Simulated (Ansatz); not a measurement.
We consider bcc K, described by PBEsol-D3(BJ) (PAW; Ansatz, a quantum-chemistry and plane-wave program).

Numerical settings: plane-wave cutoff 520 eV, 16×16×16 k mesh, Fermi–Dirac smearing 0.05 eV, scalar-relativistic PAW data made under PBE.

Pressure at four volumes; x = ln(V/65.631 Å³). One pressure is withheld.

```json
[
 {"V (Å³/atom)": "61.693", "x": "-0.0619", "P (GPa)": "?"},
 {"V (Å³/atom)": "63.006", "x": "-0.0408", "P (GPa)": "0.184"},
 {"V (Å³/atom)": "65.631", "x": "0.0000", "P (GPa)": "0.000"},
 {"V (Å³/atom)": "69.569", "x": "0.0583", "P (GPa)": "-0.219"}
]
```

Question: Pass a parabola P(x) through the three rows shown, estimate the bulk modulus and its pressure derivative near zero pressure, and predict the withheld pressure.

Answer: Slopes between the rows: (0.000 − (0.184))/(0.0000 − (-0.0408)) = -4.51 and (-0.219 − (0.000))/(0.0583 − (0.0000)) = -3.76 GPa. Their difference over the span 0.0991 is c = 0.75/0.0991 = 7.6 GPa, so P(x) = 0.184 + (-4.51)(x − (-0.0408)) + 7.6 (x − (-0.0408))(x − (0.0000)). At the middle row B = −dP/dx = −[-4.51 + 7.6 × 0.0408] = 4.2 GPa, and B′ = dB/dP = 2c/B = 3.6. At x = -0.0619 the parabola gives 0.289 GPa; the run gives 0.290 GPa. The Birch–Murnaghan fit to the energies at all volumes has B0 = 4.18 GPa and B′ = 3.7.

Measured, for comparison: bulk modulus 3.75 GPa (corrected for temperature and zero-point phonon effects; as tabulated in Levämäki et al. (2014), arXiv:1402.3671). Computed (rounded) less measured: bulk modulus +11 %.
